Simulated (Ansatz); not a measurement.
## BH₄P, SMILES BP: a rigid torsion scan, step by step

With Ansatz's Python interface.

Interactive session:
```pycon
>>> import ansatz as az
>>> from ase import Atoms
>>> BASIS_SET = "cc-pVDZ"
>>> XC = "pbe"
>>> FORCE_TOL = 0.02
>>> atoms = Atoms(["B", "P", "H", "H", "H", "H"], positions=[
...     (-0.8611, -0.003, -0.0633),
...     (0.9719, 0.1312, -0.6482),
...     (-1.5925, 0.9141, -0.2008),
...     (-1.2521, -0.9994, 0.4362),
...     (1.3863, -1.0746, 0.0482),
...     (1.3475, 1.0318, 0.4279),
... ])
>>> # start the scan from a relaxed geometry
>>> first = (
...     az.Crystal.molecule_from_ase(atoms).calculation()
...     .basis(gaussian=BASIS_SET)
...     .functional(XC)
...     .relax(force_tolerance=FORCE_TOL, max_steps=80)
... )
>>> atoms.positions = first.run(threads=1, pin="off").report["positions_ang"]
>>> start = atoms.get_dihedral(4, 1, 0, 2)
>>> energies = {}
>>> for turn in range(0, 360, 30):
...     turned = atoms.copy()
...     turned.set_dihedral(4, 1, 0, 2, start + turn, indices=[0, 2, 3])
...     model = az.Crystal.molecule_from_ase(turned).calculation().basis(gaussian=BASIS_SET).functional(XC)
...     energies[round((start + turn) % 360)] = model.run(threads=1, pin="off").report["free_energy_ev"]
...
>>> floor = min(energies.values())
>>> print("dihedral H4-P1-B0-H2 (deg)   E - E(min) (kcal/mol)")
dihedral H4-P1-B0-H2 (deg)   E - E(min) (kcal/mol)
>>> for angle, e in sorted(energies.items()):
...     print(f"{angle:8d} {23.060548 * (e - floor):14.3f}  " + "#" * int(30 * (e - floor) / max(max(energies.values()) - floor, 1e-9)))
...
      29         15.061  #####################
      59         21.108  #############################
      89         13.476  ###################
     119          3.844  #####
     149          0.000
     179          4.010  #####
     209         13.715  ###################
     239         21.110  ##############################
     269         14.799  #####################
     299          5.593  #######
     329          1.920  ##
     359          5.774  ########
```

The scan is rigid and the energies are electronic, in a modest basis. With rigid groups the curve can differ much from the relaxed path, the start wasn't checked as a minimum of this torsion, and equivalent turns needn't return to the same energy. It ran for 15 s on 1 thread of Arm Neoverse V1, with other jobs on the host, peak memory 0.16 GiB.
